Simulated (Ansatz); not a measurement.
Input file:

```yaml
crystal:
  periodic: [false, false, false]
  atoms:
    - {symbol: Ga, position_ang: [0.000023, -0.258300, 3.736266]}
    - {symbol: P, position_ang: [-0.000016, -0.609843, -2.506844]}
    - {symbol: N, position_ang: [0.000021, -0.249023, -3.946168]}
    - {symbol: H, position_ang: [-0.000029, 1.117165, 2.716746]}
basis:
  gaussian: {orbitals: cc-pVDZ}
correlation: {method: fic_mrcisd_q, electrons: outside_noble_gas, active_space: {window: {electrons: 2, orbitals: 2}}}
```

```sh
$ ansatz run in.yaml --threads 1 --pin off --events-out ev --progress --plain --max-ram 2393MiB
```

Roughly how long does this take on 1 thread of Intel Xeon 6975P-C, shared host, and how much host memory?

7 s wall and 0.16 GiB.

```
696 factors; integrals over basis functions are off by at most 1.1e-3 eV
mean field evaluation 1: about -63097.3378 eV, gradient 3.5e1 eV
mean field evaluation 2: about -63097.3950 eV, gradient 3.5e1 eV
mean field evaluation 4: about -63100.7125 eV, gradient 2.5e0 eV
mean field evaluation 8: about -63100.7563 eV, gradient 4.9e-4 eV
mean field -63100.75628440 eV, -2318.9100222228 hartree, gradient 4.9e-6 eV, S^2 0.000000; 0 other end points of the search recorded, 0 dependent functions left out; unrestricted orbitals would lower it
reference -63100.75628440 eV, -2318.9100222228 hartree; 27, 27 occupied and 37, 37 virtual orbitals, 696 factors
state -63101.63620712 eV, -2318.9423587865 hartree
contracted CI cycle   1: correlation 0.00000000 eV, 0.0000000000 hartree, residual 2.38e1 eV
contracted CI cycle   2: correlation -7.52372922 eV, -0.2764919492 hartree, residual 5.13e0 eV
contracted CI cycle   3: correlation -7.93816383 eV, -0.2917221402 hartree, residual 1.26e0 eV
contracted CI cycle   4: correlation -7.96478859 eV, -0.2927005819 hartree, residual 3.57e-1 eV
contracted CI cycle   5: correlation -7.96713844 eV, -0.2927869372 hartree, residual 1.08e-1 eV
contracted CI cycle   6: correlation -7.96735697 eV, -0.2927949681 hartree, residual 3.23e-2 eV
contracted CI cycle   7: correlation -7.96737770 eV, -0.2927957301 hartree, residual 1.18e-2 eV
contracted CI cycle   8: correlation -7.96738067 eV, -0.2927958390 hartree, residual 4.64e-3 eV
contracted CI cycle   9: correlation -7.96738115 eV, -0.2927958567 hartree, residual 1.72e-3 eV
contracted CI cycle  10: correlation -7.96738121 eV, -0.2927958588 hartree, residual 5.43e-4 eV
state -63101.63620712 eV, -2318.9423587865 hartree; corrected -63110.81335219 eV, -2319.2796126473 hartree
state -63101.16546419 eV, -2318.9250593028 hartree
contracted CI cycle   1: correlation 0.00000000 eV, 0.0000000000 hartree, residual 2.46e1 eV
contracted CI cycle   2: correlation -7.79697700 eV, -0.2865336199 hartree, residual 5.44e0 eV
contracted CI cycle   3: correlation -8.29113663 eV, -0.3046936511 hartree, residual 1.28e0 eV
contracted CI cycle   4: correlation -8.32391647 eV, -0.3058982882 hartree, residual 3.87e-1 eV
contracted CI cycle   5: correlation -8.32706100 eV, -0.3060138474 hartree, residual 1.38e-1 eV
contracted CI cycle   6: correlation -8.32744216 eV, -0.3060278548 hartree, residual 4.45e-2 eV
contracted CI cycle   7: correlation -8.32748240 eV, -0.3060293336 hartree, residual 1.46e-2 eV
contracted CI cycle   8: correlation -8.32748639 eV, -0.3060294803 hartree, residual 4.56e-3 eV
contracted CI cycle   9: correlation -8.32748680 eV, -0.3060294952 hartree, residual 1.33e-3 eV
contracted CI cycle  10: correlation -8.32748683 eV, -0.3060294963 hartree, residual 3.84e-4 eV
state -63101.16546419 eV, -2318.9250593028 hartree; corrected -63110.76464517 eV, -2319.2778226971 hartree
state -63101.63620712 eV, -2318.9423587865 hartree; corrected -63110.81335219 eV, -2319.2796126473 hartree
Total energy: -63110.81335219 eV, -2319.2796126473 hartree
```

Natural occupations: 1.8928 0.1072.
